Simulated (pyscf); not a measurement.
Optimised with ωB97X-D3(BJ)/def2-SVP in PySCF. Correlated levels are frozen-core, on RHF or UHF. ΔMP2 is the change of the MP2 total energy from the triple- to the quadruple-zeta basis.

SMILES: [Cl][Sn]([Cl])=[CH2]
```xyz
6

C      0.9637     0.0198     0.7621
Sn    -0.0627     0.4444    -0.8616
Cl    -1.1167     2.4723    -1.2617
Cl    -1.3323    -1.0894    -2.0532
H      1.4409    -0.9666     0.7683
H      1.5514     0.8478     1.1741
```
Charge 0, spin multiplicity 1.

### Question
How much does it cost (ΔH, 298 K, CCSD(T)/def2-TZVPP + ΔMP2(QZVPP)) to split `[CH2]=[Sn]([Cl])[Cl]` at its Cl–Sn bond into [H₂C=Sn–Cl]• + Cl•?

### Answer
Cl–Sn to [H₂C=Sn–Cl]• + Cl•: 2.84 eV. The radicals are drawn with the spin at the cut bond; how far it spreads was not checked. Other isomers of [H₂C=Sn–Cl]• were not searched in full and may lie lower. The CCSD(T) − MP2 part came from Ansatz, without density fitting, on the same reference. The frozen core leaves the outer d or s,p core shells of the metals and heavy elements correlated in the MP2 and CC values, and def2-TZVPP describes them poorly, which can shift differences by a few kcal/mol. Left out: the spin-orbit lowering of Cl. Elements past Kr carry the def2 core potentials, without spin-orbit coupling.
